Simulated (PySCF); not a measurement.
# `NC[C@H]1C[C@@H]1F`, C$_{4}$H$_{8}$FN

Molfile (atoms numbered from 1):
```
C4H8FN
     RDKit          3D

 14 14  0  0  0  0  0  0  0  0999 V2000
    1.7926    1.0150   -0.1584 N   0  0  0  0  0  0  0  0  0  0  0  0
    1.1118   -0.2670   -0.0488 C   0  0  0  0  0  0  0  0  0  0  0  0
   -0.2898   -0.0583    0.4768 C   0  0  1  0  0  0  0  0  0  0  0  0
   -1.3644    0.4943   -0.4226 C   0  0  0  0  0  0  0  0  0  0  0  0
   -1.4085   -0.9322    0.0115 C   0  0  2  0  0  0  0  0  0  0  0  0
   -2.3554   -1.3012    0.9241 F   0  0  0  0  0  0  0  0  0  0  0  0
    1.8408    1.4657    0.7494 H   0  0  0  0  0  0  0  0  0  0  0  0
    2.7411    0.8843   -0.4923 H   0  0  0  0  0  0  0  0  0  0  0  0
    1.0672   -0.6993   -1.0529 H   0  0  0  0  0  0  0  0  0  0  0  0
    1.6356   -0.9851    0.6076 H   0  0  0  0  0  0  0  0  0  0  0  0
   -0.3334    0.2510    1.5144 H   0  0  0  0  0  0  0  0  0  0  0  0
   -2.0844    1.1714    0.0084 H   0  0  0  0  0  0  0  0  0  0  0  0
   -1.1156    0.7016   -1.4506 H   0  0  0  0  0  0  0  0  0  0  0  0
   -1.2384   -1.7405   -0.6888 H   0  0  0  0  0  0  0  0  0  0  0  0
  1  2  1  0
  2  3  1  0
  3  4  1  0
  4  5  1  0
  5  6  1  0
  5  3  1  0
  1  7  1  0
  1  8  1  0
  2  9  1  0
  2 10  1  0
  3 11  1  1
  4 12  1  0
  4 13  1  0
  5 14  1  6
M  END
```

Theory: TDDFT CAM-B3LYP/def2-SVPD circular dichroism and optical rotation, one conformer, gas phase in PySCF. Geometry: GFN2-xTB.

The molecule is flexible and this is one conformer; a measurement averages over conformers. States above about 8.5 eV (minus the energy of the highest occupied orbital) lie near or above the ionisation threshold and depend on the basis.

Task: Draw the ECD and absorption spectra from the lowest 16 states, each a Gaussian of half-width 0.3 eV at 1/e height.

Result: 
```csv
E (eV),λ (nm),Δε (L mol⁻¹ cm⁻¹),ε (L mol⁻¹ cm⁻¹)
5.90,210,+0.09,29.8
6.05,205,+0.39,123
6.20,200,+0.97,308
6.35,195,+1.47,467
6.50,191,+1.35,430
6.65,186,+0.76,241
6.80,182,+0.32,91.3
6.95,178,+0.37,70.2
7.10,175,+1.04,179
7.25,171,+2.07,401
7.40,167,+2.78,768
7.55,164,+2.60,1480
7.70,161,+0.42,2500
7.85,158,-5.20,3230
8.00,155,-11.72,3420
8.15,152,-12.73,3410
8.30,149,-4.74,3320
8.45,147,+9.71,3270
8.60,144,+22.95,3560
8.75,142,+27.87,4240
8.90,139,+26.59,4840
9.05,137,+26.82,4830
```
Δε uses R in velocity form, ε uses f in length form. Only the states computed contribute, so the short-wavelength end is incomplete.
